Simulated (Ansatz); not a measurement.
# AlH₂O₂ radical (SMILES [O][AlH][OH]): single points off equilibrium

The task here is to estimate one member of a computed series from the others.

Method: single points in def2-TZVPP; program: Ansatz 0.2.0, Gaussian basis.

Cores are frozen in the correlated methods. Orbitals are unrestricted.

### Starting geometry

5 atoms, charge 0, spin multiplicity 2.

Atoms are counted from 1 here; the program's logs count them from 0.

Bond lengths: O1–Al2 1.536 Å, Al2–O3 1.668 Å, Al2–H4 1.734 Å, O3–H5 0.917 Å. Angles: O1–Al2–O3 144.2°, O1–Al2–H4 118.3°, O3–Al2–H4 97.2°, Al2–O3–H5 175.6°.

Geometry (Å):

```
atom    x (Å)    y (Å)    z (Å)
  O1  -1.2914  -1.2294   1.1523
 Al2  -0.4748  -0.3463   0.1966
  O3   0.8525   0.6583   0.0834
  H4  -0.8609  -0.3871  -1.4933
  H5   1.5379   1.2635   0.0084
```

The first run:

Contents of run/in.yaml:

```yaml
crystal:
  periodic: [false, false, false]
  atoms:
    - {symbol: O, position_ang: [-1.291400, -1.229400, 1.152300]}
    - {symbol: Al, position_ang: [-0.474800, -0.346300, 0.196600]}
    - {symbol: O, position_ang: [0.852500, 0.658300, 0.083400]}
    - {symbol: H, position_ang: [-0.860900, -0.387100, -1.493300]}
    - {symbol: H, position_ang: [1.537900, 1.263500, 0.008400]}
basis:
  gaussian: {orbitals: def2-TZVPP}
magnetization: {spin_polarized: true, initial_magnetization: 1}
correlation: {method: ccsd_t}
scf: {omitted_lower_state_checks: [cluster_reference]}
output: {forces: true}
```

The command line of these runs was not kept.

Among the steps run: CCSD(T)/def2-TZVPP; PBE0-D4/def2-TZVPP; wB97M-V/def2-TZVPP; r2SCAN-D4/def2-TZVPP; PBE-D4/def2-TZVPP; r2SCAN0-D4/def2-TZVPP; SPW92/def2-TZVPP.

One of the session's tables, all rows but one given; the rest of the session is left out.

```
    method  RMS force component (eV/Å)  angle to CCSD(T) forces (°)  dipole (D)
   CCSD(T)                       3.374                    reference        2.14
   PBE0-D4                       2.983                          3.2        2.26
   wB97M-V                       3.210                          1.3        2.15
 r2SCAN-D4                       2.793                          5.2        2.57
    PBE-D4                           ?                            ?           ?
r2SCAN0-D4                       3.115                          2.4        2.19
     SPW92                       2.408                         14.8        3.30
```

Estimate the missing values for PBE-D4.

The run gave: RMS force component (eV/Å): 2.631; angle to CCSD(T) forces (°): 8.8; dipole (D): 2.94. In the column «RMS force component (eV/Å)» it lies between SPW92 (2.408) and r2SCAN-D4 (2.793).
